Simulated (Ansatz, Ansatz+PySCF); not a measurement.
```
atom   x (Å)   y (Å)    z (Å)
   C  0.0000  0.0000  -0.5834
   O  0.0000  0.0000   0.4376
```

UHF on doublet CO(+) was run in several spherical basis sets with Ansatz (development build ahead of 0.2.0).

Question: Rank the basis sets by the total energy that they give, lowest first, with the distance from the lowest.
A. def2-SVP
B. cc-pVDZ
C. cc-pVTZ
D. def2-TZVP
E. 6-31G(d)

Answer: D (0.00 eV), C (0.16 eV), B (1.09 eV), E (1.50 eV), A (3.84 eV).

Totals follow the description of the cores as much as that of the bonds, so this order isn't one of quality for chemistry.
